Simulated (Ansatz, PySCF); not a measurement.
System: HS, charge 0, doublet. HS (SMILES [SH], doublet).
B3LYP-D3(BJ)/def2-TZVP minimum from Ansatz (a quantum-chemistry and plane-wave program):
```
S
H 1 1.3473
```
Charge 0, spin multiplicity 2.

Total energies in hartree (Ansatz). Open shells are spin-unrestricted; no spin-orbit coupling. Cores are frozen in correlated methods. No relativity. Where a partner has so few electrons that a lower coupled-cluster level is exact, that level stands in.

```csv
species,HF/cc-pV(T+d)Z,CCSD(T)/cc-pV(T+d)Z,HF/cc-pV(Q+d)Z,CCSD(T)/cc-pV(Q+d)Z,CCSD(T)/cc-pV(5+d)Z,CCSDT(Q)/cc-pV(5+d)Z
"1: HS (SMILES [SH], doublet)",-398.10608,-398.28901,-398.10985,-398.30558,-398.31040,-398.31149
2: S (triplet),-397.50938,-397.65444,-397.51264,-397.66785,-397.67178,-397.67275
3: H (doublet),-0.49981,-0.49981,-0.49995,-0.49995,-0.49999,-0.49999
```

**Question.** Work out the enthalpy of formation at 298 K (by atomisation, with ideal-gas terms from PySCF's Hessian at B3LYP-D3(BJ)/def2-TZVP and the atoms' measured values of the G2/97 table; no spin-orbit terms) in kcal/mol: take Hartree-Fock from cc-pV(Q+d)Z, extrapolate the CCSD(T) correlation energy as X^-3 (X = 3, 4), and add CCSDT(Q) - CCSD(T) in cc-pV(5+d)Z. The further terms named in the bracket sum to +0.19300 hartree. 1 hartree = 627.51 kcal/mol.

**Answer.** 
Species 1: correlation (64·(-0.19573) - 27·(-0.18293))/37 = -0.20507; step -0.00109; E1 = -398.10985 + (-0.20507) + (-0.00109) = -398.31601
Species 2: correlation (64·(-0.15521) - 27·(-0.14506))/37 = -0.16262; step -0.00097; E2 = -397.51264 + (-0.16262) + (-0.00097) = -397.67623
Species 3: correlation (64·(0.00000) - 27·(0.00000))/37 = 0.00000; step +0.00000; E3 = -0.49995 + (0.00000) + (+0.00000) = -0.49995
+1·E1 -1·E2 -1·E3 +0.19300 = 0.05317 hartree = 33.4 kcal/mol. Measured: 34.2 kcal/mol, 143.1 kJ/mol (G2/97 table in ASE (Curtiss et al.)); atomic spin-orbit terms, which the calculations lack, would raise the computed values. The composite differs from it by -0.8 kcal/mol; core, relativistic and spin-orbit terms are not in it.
